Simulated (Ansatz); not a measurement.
# Pb3: the cost of one run

Method: the settings change from run to run; program: Ansatz 0.2.0, Gaussian basis.

## (1) The molecule

The geometry comes from an earlier relaxation with PBE0-D4/def2-SVPD; it is a stationary point. Pb takes a core potential in def2 sets; no spin-orbit term is included.

3 atoms, charge -1, spin multiplicity 2.

Atoms are counted from 1 here; the program's logs count them from 0.

Bond lengths: Pb1–Pb2 2.915 Å, Pb1–Pb3 3.117 Å, Pb2–Pb3 2.913 Å. Angles: Pb2–Pb1–Pb3 57.6°, Pb1–Pb2–Pb3 64.7°, Pb1–Pb3–Pb2 57.7°.

Geometry (Å):

```
Pb   -0.8228    1.1575    1.0426
Pb    1.1677    0.5687   -1.0036
Pb   -0.3449   -1.7262   -0.0390
```

## (2) r2SCANh/def2-TZVPP

Set apart from the defaults: D3(BJ) with three-body dispersion.

The input, in.yaml:

```yaml
crystal:
  periodic: [false, false, false]
  atoms:
    - {symbol: Pb, position_ang: [-0.822817, 1.157505, 1.042621]}
    - {symbol: Pb, position_ang: [1.167731, 0.568665, -1.003585]}
    - {symbol: Pb, position_ang: [-0.344914, -1.726160, -0.039036]}
basis:
  gaussian: {orbitals: def2-TZVPP}
total_charge: -1
magnetization: {spin_polarized: true, initial_magnetization: 1}
hamiltonian: {xc: {name: r2SCANh}, dispersion: d3bjatm}
output: {forces: true}
```

Command:

```bash
$ ansatz run in.yaml --threads 4 --pin off --events-out ev --progress --plain --max-ram 3916MiB
```

Q: Estimate wall time and peak memory on 4 threads of Arm Neoverse V2, shared host.

About 75 s, with a peak of 0.86 GiB.
